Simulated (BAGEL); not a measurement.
## How the cost of UHF grows with the basis: doublet [C4H10O2]+

[C4H10O2]+: 16 atoms, total charge +1, spin state doublet. SMILES of the parent species: `CC(O)CCO`. The coordinates come from a PBE0-D4/def2-TZVP relaxation. This is one conformer, not always the lowest. That shape belongs to the parent species and isn't relaxed for this state.

UHF (density fitting with tzvpp-jkfit), energy, BAGEL 1.2.2, on 1 thread of Intel Xeon at 2.30GHz, shared host. N is the number of basis functions, t the processor time.

| basis | N | t (s) | ln N | ln t |
| --- | --- | --- | --- | --- |
| cc-pVDZ | 134 | 18 | 4.898 | 2.890 |
| aug-cc-pVDZ | 228 | 44 | 5.429 | 3.784 |
| cc-pVTZ | 320 | 59 | 5.768 | 4.078 |
| d-aug-cc-pVDZ | 322 | ? | 5.775 | ? |

**Question.** Fit t = C·Nᵖ to the known rows and estimate the time in d-aug-cc-pVDZ.

**Answer.** 
1. Means of the 3 rows: ln N = 5.36500, ln t = 3.5840.
2. Σ(Δln N)² = 0.38459, Σ(Δln N·Δln t) = 0.53598, so the slope is 0.53598/0.38459 = 1.3936.
3. Intercept: 3.5840 − (1.3936) × 5.36500 = -3.8927. The largest residual of the fit is 0.111.
4. ln t = -3.8927 + 1.3936 × 5.775, so t ≈ 64 s.

The run took 64 s, so the estimate is too short by a factor of about 1.0. The fitted power is 1.4, with the electron count fixed. The times don't lie on a line: the count of functions alone doesn't set the cost here, and shared hosts add noise. SCF iterations also vary, from 42 to 59.
